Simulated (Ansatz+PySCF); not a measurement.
Values are calculated unless marked as measured or tabulated.
## Ansatz (development build ahead of 0.2.0) run

```yaml
crystal:
  periodic: [false, false, false]
  atoms:
    - { symbol: "N", position_ang: [0.0, 0.0, -0.47105] }
    - { symbol: H, position_ang: [0.0, 0.0, 3.29737] }
    - { symbol: B, position_ang: [30.0, 0.0, -0.75141] }
    - { symbol: H, position_ang: [30.0, 0.0, 3.75707] }
basis:
  gaussian: { orbitals: "6-31G" }
magnetization:
  spin_polarized: true
  initial_magnetization: 2
hamiltonian:
  xc: hf
correlation:
  method: mp2
  frozen_orbitals: { B: 1, H: 0, "N": 1 }
output:
  forces: true
```

The input is written out in the form of the current development build from the run's settings.

Results

- Converged: yes
- Reference energy: -79.90108 hartree
- Correlation energy: -0.04968 hartree
- Total energy: -79.95076 hartree
- Spin squared of the determinant: 4.004
- Stability test: minimum

Forces (eV/Å):
```csv
atom,Fx,Fy,Fz
N1,0.000,0.000,0.004
H2,0.000,0.000,-0.004
B3,0.000,0.000,0.005
H4,0.000,0.000,-0.005
```

Caution: bonds are stretched, where a single reference can fail; the unrestricted determinant is a mixture of spin states.
